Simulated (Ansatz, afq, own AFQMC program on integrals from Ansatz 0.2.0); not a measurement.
AFQMC on a folder of integrals that Ansatz 0.2.0 wrote.

```yaml
crystal:
  periodic: [false, false, false]
  atoms:
    - {symbol: Mg, position_ang: [0.000000, 0.000000, 0.000000]}
    - {symbol: Mg, position_ang: [0.000000, 0.000000, 3.042000]}
basis:
  gaussian: {orbitals: cc-pVDZ}
total_charge: 1
magnetization: {spin_polarized: true, initial_magnetization: 1}
correlation: {method: ccsd_t, electrons: outside_noble_gas, hamiltonian_folder: ham}
```

```sh
$ ansatz run in.yaml --threads 1 --pin off --events-out ev --progress --plain --max-ram 1843MiB
```

afq runs on the folder ham with

```
--method free --trial cisd --walkers 100 --time-step 0.03 --max-blocks 80 --target-error 0.00021 --factor-cut 1e-05 --seed 170 --times 0,0.3,0.6,1.2,1.8,2.4,3.6,4.8,6 --taylor-order 8
```

Times are imaginary, in 1/Eh. The walk had a cap of 499 s.

afq prints:

```
orbitals 26  electrons 2 1  factors 173 of 328
reference energy -399.01606336 Eh
CCSD correlation -0.03508670 Eh in 11 cycles, weight of the determinant in the CISD state 0.9001
repeat  energy at the last time / Eh  error
    10  -399.051980  0.000083
    20  -399.051991  0.000048
    30  -399.051977  0.000041
time / (1/Eh)  energy / Eh  error  mean overlap
  0.00  -399.051156  0.000006  1.1116
  0.30  -399.051352  0.000010  1.1094
  0.60  -399.051482  0.000014  1.1112
  1.20  -399.051649  0.000016  1.1213
  1.80  -399.051751  0.000018  1.1212
  2.40  -399.051833  0.000026  1.1166
  3.60  -399.051934  0.000032  1.1056
  4.80  -399.051925  0.000037  1.1079
  6.00  -399.051968  0.000040  1.1189
energy -399.051968 +/- 0.000040 Eh
```

The run passed its tests (error under three times the target), which doesn't prove that it has relaxed.

Against this walk (error 1.1 meV) on the same determinant: CCSD(T) 9.1 meV higher, full CI 0.7 meV higher (within the noise). The error is statistical, and a free projection of finite length keeps a remainder of its start. The determinant has ⟨S²⟩ = 0.92, so the low cluster orders mix in higher spin, and so can this walk.

Cautions: remainder of the start not in the error; start is not spin pure; strong correlation (T1 0.064, weight of the determinant 0.90, largest double 0.14); unrestricted determinant spin contaminated (⟨S²⟩ 0.92 against 0.75).

The walk took 39 s on 1 thread of Arm Neoverse V1, on a shared host. The log's last line is the free-projection energy.

A walk keeps the symmetry of its determinant, which the program's search chose and which needn't be the lowest solution, so a lower state of the same spin and another symmetry isn't excluded.
